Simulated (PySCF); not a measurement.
**C2H6Si: core ionisation energies**

Compound: SiMe2, C2H6Si.
Cartesian coordinates in Å at the PBE0-D3(BJ)/def2-SVP level; atoms count from 1:
```xyz
9
C2H6Si angstrom
Si    -0.001    0.009   -1.308
C      1.435   -0.012   -0.051
H      1.375   -0.928    0.567
H      1.351    0.837    0.653
H      2.428    0.021   -0.522
C     -1.435    0.011   -0.048
H     -1.380    0.926    0.571
H     -1.345   -0.838    0.655
H     -2.429   -0.026   -0.517
```

The calculation used delta-SCF UKS SCAN, pcX-2 on the ionised atom, pcseg-1 elsewhere, spin-free X2C (PySCF). Each binding energy is the total energy of the core-ionised species, with the hole localised on one atom, minus that of the ground state; both are solved self-consistently, so orbital relaxation is included.

Problem. Give the core binding energies atom by atom.

Solution. 
| atom(s) | bonded to | level | binding energy (eV) | count |
| --- | --- | --- | --- | --- |
| Si1 | 2 C | Si 1s | 1846.80 | 1 |
| C2/C6 | 3 H and Si | C 1s | 289.97 | 2 |

Problem. Which photon energy gives electrons from C 1s of C2/C6 a kinetic energy of 100 eV, and what is their de Broglie wavelength?

Solution. hν = 289.97 + 100 = 389.97 eV, recoil neglected; λ = 12.264 Å/√(E/eV) = 1.23 Å.

Problem. Express the binding energy of C 1s of C2/C6 in atomic units and per mole.

Solution. 289.97 eV = 10.6562 Eh = 27978 kJ/mol.

Atoms equivalent by their bonding share one computed value, that of the first of them. Not every level is listed. Isolated species at its PBE0-D3(BJ)/def2-SVP geometry, gas phase.

On an Arm Neoverse V1 with one thread, shared host, this took 7.5 s wall.
